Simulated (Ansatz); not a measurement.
## quartet BSi: levels of theory in one basis

```xyz
2

B     0.0241    0.0435   -0.9595
Si   -0.0016    0.0254    0.9977
```

Basis set: def2-SVP (spherical functions). Left uncorrelated: 6 orbitals. Correlation on ROHF uses semicanonical orbitals with singles. Charge 0, multiplicity 4.

Computed with Ansatz (development build ahead of 0.2.0); each method stands on the lowest determinant of its kind that the runs found.

| method | E − E(ROHF) (eV) | <S²> of the determinant |
| --- | --- | --- |
| ROHF | 0.00 | 3.75 |
| UHF | -0.04 | 3.76 |
| ROHF-MP2 | -3.01 | – |
| UHF-MP2 | -3.00 | 3.76 |
| ROHF-CCSD(T) | -4.02 | – |
| UHF-CCSD(T) | -4.02 | 3.76 |

Question: Is a single determinant a sound starting point here?

Answer: By this sign, yes. Unrestricted orbitals gain 0.04 eV and <S²> is 3.76 against 3.75 for a pure state.
